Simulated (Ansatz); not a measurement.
HCB, singlet in 6-31G: errors against full CI

Geometry: a point of a stretch scan, not a stationary point.

```yaml
atoms:
  - { symbol: B, position_ang: [0.0000, 0.1568, 2.7890] }
  - { symbol: C, position_ang: [0.0000, -0.4068, -0.9639] }
  - { symbol: H, position_ang: [0.0000, 0.2501, -1.8251] }
```

Basis 6-31G; Ansatz 0.2.0. Only valence electrons are correlated (noble-gas cores frozen), which leaves 8 electrons in 18 orbitals. Prefix R: restricted or restricted open-shell reference; prefix U: unrestricted. Active spaces: valence = (8e, 9o) chosen from the atoms' valence shells; pair = (2e, 2o) about the gap.

Full CI is exact within this basis and frozen core; it isn't the basis-set limit. The frozen core follows each run's orbitals, which can shift R against U totals by a few meV.

The UHF ⟨S²⟩ is 1.325 and the ⟨S²⟩ of the determinant under UCCSD is 1.004. The T1 diagnostic (RCCSD) is 0.0861 and the largest doubles amplitude (RCCSD) is 0.809.

```
                    level  E − E(full CI) (meV)  share of correlation (%)  wall time
                      RHF                  6735                      0.00          –
                     UHF†                  2823                         –     0.63 s
                     RMP2                  2349                     65.12          –
                    UMP2†                  1076                         –          –
                     CISD                  1382                     79.48     0.42 s
                   RCCSD*                   319                     95.27          –
                   UCCSD†                    44                         –          –
                RCCSD(T)*                  -135                    102.01      1.3 s
                UCCSD(T)†                    13                         –       11 s
                 BCCD(T)*                   -88                    101.31      1.5 s
                  RCCSDT*                    67                     99.00          –
                  UCCSDT†                    -3                         –          –
               RCCSDT(Q)*                    59                     99.12      2.9 s
               UCCSDT(Q)†                    -6                         –       22 s
                 RCCSDTQ*                    63                     99.07       74 s
  CASSCF (valence space)†                   977                         –          –
  NEVPT2 (valence space)†                   325                         –      3.7 s
  MRCISD (valence space)†                    20                         –          –
MRCISD+Q (valence space)†                     1                         –      4.9 s
```

An asterisk marks runs whose energy the program itself flagged as in doubt. A dagger marks rows that describe another state than the reference (another or a broken symmetry, a higher spin or other natural occupations), so the difference isn't the method's error.

The correlation energy at full CI, counted from RHF, is -6.735 eV. That run took 67 s on 1 thread of Arm Neoverse V1, shared host over 4,682,448 determinants.

Run but not shown, since their state or frozen core can't be matched to the reference's or they repeat it: CASSCF (pair space), NEVPT2 (pair space), MRCISD (pair space), MRCISD+Q (pair space).

Times hold each run's SCF and search for its determinant on a shared host, so for small cases they say little of a method's own cost; they ran on 1 thread of Arm Neoverse V1.

Not variational, and here over 5 meV under the exact energy: RCCSD(T), BCCD(T).

The full-CI state has the irrep A' of Cs, in the program's axes.

Natural occupations of full CI about the gap: 1.972 1.930 1.886 1.007 0.792 0.155 0.144 0.053 0.025 0.011; effectively unpaired electrons, Σ n²(2−n)², 2.15. No single determinant describes this state well, so single-reference rows can miss without a flag.
